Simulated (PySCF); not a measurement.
Compound: BH₆P.
SMILES: `[BH3-][PH3+]`

The calculation used TDDFT CAM-B3LYP/def2-SVPD, vertical, gas phase, core orbitals frozen in the response (PySCF 2.14.0, density-fitted response routines). Isolated species at its PBE0-D3(BJ)/def2-SVP geometry, gas phase.

| state | E (eV) | E (kJ/mol) | λ (nm) | f | \|μ\| (D) | symmetry | main configurations (H = HOMO, L = LUMO) |
| --- | --- | --- | --- | --- | --- | --- | --- |
| S1 | 7.85 | 757 | 157.9 | 0.0075 | 0.50 | E | H-1/H→L (≥95%) |
| S2 | 7.85 | 757 | 157.9 | 0.0075 | 0.50 | E | H-1/H→L (≥95%) |
| S3 | 8.04 | 776 | 154.1 | 0.0060 | 0.44 | A1 | H-2→L (85%) |
| S4 | 8.11 | 783 | 152.8 | 0.0000 | 0.00 | – | H-1/H→L+1/L+2 (97%) |
| S5 | 8.13 | 784 | 152.6 | 0.0006 | 0.14 | – | H-1/H→L+1/L+2 (≥59%), H-2→L+1/L+2 (≥18%) |
| S6 | 8.13 | 784 | 152.6 | 0.0005 | 0.13 | – | H-1/H→L+1/L+2 (≥59%), H-2→L+1/L+2 (≥18%) |

The lowest singlet level (S1/S2) comes at 158 nm (757 kJ/mol) in the vacuum ultraviolet; it is weak. The lowest level is also the most intense of those listed (f = 0.015 summed). S1/S2 and S5/S6 lie within about 0.01 eV of each other in each set; the point group C3v has degenerate representations, and within a degenerate level the listed configurations can mix freely. Löwdin shares by element: HOMO (one of a set within 0.03 eV) hydrogen 43% or more, boron 42%, phosphorus 9%; LUMO phosphorus 32%, hydrogen 28% or more, boron 21% (atoms not listed hold the other 20%). The oscillator strengths of these states sum to 0.022; summed over the whole spectrum of an exact calculation they would give the number of electrons, 26 (Thomas–Reiche–Kuhn). The listed states span 0.28 eV, and the widest gap between neighbours is 0.19 eV (S2 to S3). Orbital energies (eV): HOMO-3 -13.75, HOMO-2 -10.37, HOMO-1 -9.97, HOMO -9.97, LUMO 0.76, LUMO+1 1.51, LUMO+2 1.51. Symmetry labels in C3v follow from the direction of the transition dipole and are given only for states with f of 0.002 or more. Orbitals of the list HOMO-3 to LUMO+2 that lie within 0.01 eV of each other are written together with a slash and their weights summed (≥ marks a lower bound); for degenerate orbitals outside that list single weights are arbitrary. Only the lowest 6 singlets were computed, as vertical energies without vibronic structure.

The run took 6.1 s of wall time on Intel Xeon Platinum 8488C, one thread, shared host with 192 logical CPUs at a one-minute load of 210, and the process peaked at 0.43 GiB of memory.
